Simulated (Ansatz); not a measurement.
A nudged elastic band was laid between two geometries of C2H3NO (7 atoms, charge 0, multiplicity 1).

All numbers below come from Ansatz 0.2.0, RKS BLYP-D4/def2-SVP.

```json
{
  "movable images": "7",
  "climbing image": "yes",
  "spring": "5.0 eV/Å²",
  "optimiser": "quadratic models (default)",
  "start path": "through a guess of the saddle point",
  "force threshold": "0.05 eV/Å",
  "iteration limit": "60",
  "end points": "relaxed"
}
```

Image 0:

```xyz
7
Properties=species:S:1:pos:R:3
N 1.039 -0.641 1.376
C 0.386 -0.021 0.511
C -0.515 0.569 -0.275
O -1.153 0.002 -1.371
H 2.066 -0.644 1.202
H -0.767 1.630 -0.132
H -0.995 -0.962 -1.357
```

Image 8:

```xyz
7
Properties=species:S:1:pos:R:3
N 1.600 -0.402 0.821
C 0.514 0.033 0.385
C -0.504 0.573 -0.286
O -1.332 -0.074 -1.193
H 1.520 -0.877 1.744
H -0.811 1.611 -0.089
H -0.927 -0.932 -1.428
```

**Question.** What changes between the two ends?

**Answer.** No bond is made or broken.  The two ends are copies of one structure, up to a mirror image or an exchange of like atoms.

**Question.** What energy profile does the band end with?

**Answer.** It converged. The highest image is number 3 of 0 to 8, 70.0 kJ/mol above the ends, which have the same energy within 2 meV. The profile has 2 maxima (images 3, 5) with wells between them (image 4): this band takes more than one step, which may be the mechanism or a detour left from its start path. A vibrational analysis at the climbing image gives one clearly imaginary mode, 911i cm⁻¹: a first-order saddle point.

| image | path coordinate (Å) | energy (kJ/mol) |
| --- | --- | --- |
| 0 | 0.00 | 0.0 |
| 1 | 0.49 | 4.3 |
| 2 | 0.99 | 12.2 |
| 3 | 1.48 | 70.0 |
| 4 | 2.00 | 10.7 |
| 5 | 2.52 | 12.4 |
| 6 | 3.04 | 7.0 |
| 7 | 3.56 | 6.8 |
| 8 | 4.08 | 0.0 |

**Question.** What is the geometry of the highest image?

**Answer.** 
```xyz
7
Properties=species:S:1:pos:R:3
N 1.399 -0.370 1.137
C 0.493 0.025 0.448
C -0.517 0.462 -0.326
O -0.814 -0.189 -1.539
H 2.151 -0.700 1.712
H -1.021 1.413 -0.083
H -1.631 -0.708 -1.395
```

Time of the run: 4.2 min on 1 thread of Intel(R) Xeon(R) Platinum 8488C (Sapphire Rapids), on a shared host, peak memory 0.16 GiB.
